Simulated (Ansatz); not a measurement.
Results of r²SCAN+rVV10 (Ansatz, a quantum-chemistry and plane-wave program, plane waves, PAW) for 2H WS₂.

Settings: plane-wave cutoff 600 eV, 12×12×4 k mesh (along the axes of the cell as run), Fermi–Dirac smearing 0.01 eV, no spin polarisation, scalar-relativistic PAW data made under PBE.

Starting structure:

```xyz
6
Lattice="3.1500 0.0000 0.0000 -1.5750 2.7280 0.0000 0.0000 0.0000 12.3200" Properties=species:S:1:pos:R:3 pbc="T T T"
W      1.5750     0.9093     9.2400
W      0.0000     1.8187     3.0800
S      1.5750     0.9093     4.6570
S      0.0000     1.8187    10.8170
S      0.0000     1.8187     7.6630
S      1.5750     0.9093     1.5030
```

Question: Into what structure does the relaxation of cell and atoms lead at this level, with the symmetry of the start kept?

Answer: The volume grows by 2.7 %; final space group P6_3/mmc.
```xyz
6
Lattice="3.1700 0.0000 0.0000 -1.5850 2.7453 0.0000 0.0000 0.0000 12.4918" Properties=species:S:1:pos:R:3 pbc="T T T"
W      1.5850     0.9151     9.3689
W      0.0000     1.8302     3.1230
S      1.5850     0.9151     4.6857
S      0.0000     1.8302    10.9316
S      0.0000     1.8302     7.8061
S      1.5850     0.9151     1.5602
```
